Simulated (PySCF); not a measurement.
C4H7N.
SMILES with atom numbers: `[NH2:1][C@@H:2]1[C@H:3]2[CH2:4][C@@H:5]12`

Geometry (GFN2-xTB, Å), atoms numbered from 1 in this order:
```xyz
12
C4H7N angstrom
N     -1.842   -0.171    0.650
C     -0.454    0.166    0.591
C      0.239    0.480   -0.711
C      1.620    0.151   -0.245
C      0.502   -0.812   -0.010
H     -2.414    0.657    0.768
H     -2.135   -0.652   -0.193
H     -0.148    0.714    1.481
H     -0.138    0.724   -1.682
H      2.355   -0.112   -0.995
H      2.032    0.694    0.599
H      0.385   -1.840   -0.279
```

Probes without a nucleus sit at each ring's centroid and 1 Å off its mean plane on both sides; NICS is minus the shielding there, NICSzz its component along the normal. Level: GIAO PBE0/pcSseg-1 (PySCF, non-relativistic, gas phase) on the GFN2-xTB geometry, one conformer.

Ring bond lengths (Å), with Mayer bond orders in brackets: C2–C3 1.509 (0.94), C3–C5 1.494 (0.79), C5–C2 1.494 (0.97); C3–C4 1.494 (0.98), C4–C5 1.494 (0.98), C5–C3 1.494 (0.79).

Give the NICS values of each ring in ppm.

| ring | type | NICS(0) | NICS(1), two faces | NICS(1)zz, two faces | rms pucker (Å) | centre to ring atoms, mean (Å) |
| --- | --- | --- | --- | --- | --- | --- |
| C2–C3–C5 | 3-membered carbocycle; formal bonds all single | -45.9 | -15.6 / -7.5 | -22.7 / -19.2 | 0.00 | 0.87 |
| C3–C4–C5 | 3-membered carbocycle; formal bonds all single | -46.9 | -8.2 / -15.6 | -22.9 / -24.0 | 0.00 | 0.86 |

What can be read from them?

- C2–C3–C5: mean NICS(1)zz -21.0 ppm, shielded. C2, C3, C5 have four or more neighbours; no verdict on aromaticity is drawn. The two faces differ by 3.5 ppm, so no symmetry operation interchanges them. NICS(0) lies 34 ppm below the mean NICS(1).
- C3–C4–C5: mean NICS(1)zz -23.5 ppm, shielded. C3, C4, C5 have four or more neighbours, so the value isn't read as a sign of a π ring current. NICS(0) lies 35 ppm below the mean NICS(1).

At the second NICS(1) probe listed for ring C2–C3–C5, 1 Å off the ring, what do the in-plane components average?

The isotropic value is a third of the trace: (3 × -7.5 − (-19.2))/2 = -1.7 ppm.

Give the inner angles of the rings and the Hirshfeld charges of the ring atoms.

- C2–C3–C5: C2 59.7° (+0.009 e), C3 59.7° (-0.077 e), C5 60.7° (-0.064 e); sum 180.0° against 180° for a flat convex ring.
- C3–C4–C5: C3 60.0° (-0.077 e), C4 60.0° (-0.085 e), C5 60.0° (-0.064 e); sum 180.0° against 180° for a flat convex ring.
